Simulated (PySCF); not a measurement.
# Reproducing measurements on PN

**Experimental background.**

From NIST CCCBDB Release 22 (SRD 101), experimental dipoles, for the gas: dipole moment (microwave Stark effect, equilibrium value μe) 2.751 ± 0.0008 D.

Liu, Meijer, Perez-Rios, Phys. Chem. Chem. Phys. 22 (2020) 24191 lists, for the gas: dipole moment 2.7514 D.

The runs below try to reproduce these values; the comparison stands at the end.

Species: PN.
Atom-mapped SMILES: `[N:1]#[P:2]`

Structure used (PBE0-D3(BJ)/def2-TZVP), in Å, numbered top down from 1:
```
atom  x, y, z in Å
N1    -0.6744   -0.2886    0.0674
P2     0.6917    0.2598   -0.0796
```

Runs made with PySCF (gas phase, on this PBE0-D3(BJ)/def2-TZVP geometry; no spin–orbit coupling):

| level | job | basis functions | wall time |
| --- | --- | --- | --- |
| PBE0-D3(BJ)/def2-TZVP, grid level 2 | geometry optimisation from a GFN2-xTB start shaken at random | 68 | 4.5 s |
| B97-2/pcSseg-2 | shieldings | 79 | 0.89 s |
| KT3/pcSseg-2 | shieldings | 79 | 1.4 s |
| PBE0/pcSseg-2 | shieldings, charges and field gradients | 79 | 1.9 s |
| wB97X-D/pcSseg-2 | shieldings | 79 | 1.1 s |
| CAM-B3LYP/aug-cc-pVTZ | 10 singlets by full TDDFT, 4 Tamm–Dancoff triplets, polarisability | 96 | 1.6 s |
| PBE0/aug-cc-pVTZ | 10 singlets by full TDDFT, 4 Tamm–Dancoff triplets, polarisability, dynamic polarisability | 96 | 1.7 s |
| wB97X-D/aug-cc-pVTZ | 10 singlets by full TDDFT, 4 Tamm–Dancoff triplets, polarisability, ΔSCF ions | 96 | 7.6 s |

Hardware: Arm Neoverse V1, one thread, no GPU (shared host).

## Comparison

**Dipole moment.** Measured: 2.751 D (NIST CCCBDB Release 22 (SRD 101), experimental dipoles) and 2.7514 D (Liu, Meijer, Perez-Rios, Phys. Chem. Chem. Phys. 22 (2020) 24191). Differences are taken against the first.

```tsv
level	computed (D)	computed − measured (D)	% (from the printed values)
PBE0-D3(BJ)/def2-TZVP	2.844	+0.093	+3
B97-2/pcSseg-2	2.814	+0.063	+2
KT3/pcSseg-2	2.623	-0.128	-5
PBE0/pcSseg-2	2.851	+0.100	+4
wB97X-D/pcSseg-2	2.900	+0.149	+5
CAM-B3LYP/aug-cc-pVTZ	2.994	+0.243	+9
PBE0/aug-cc-pVTZ	2.832	+0.081	+3
wB97X-D/aug-cc-pVTZ	2.891	+0.140	+5
```

Closest is B97-2/pcSseg-2 (+0.063 D), furthest CAM-B3LYP/aug-cc-pVTZ (+0.243 D); one molecule doesn't rank methods. The computed dipoles belong to one fixed geometry; measured ones are averaged over vibrations unless marked μe. Magnitudes are compared, not signs.

The geometry is computed, not the measured one. Where a level misses, the cause wasn't examined.
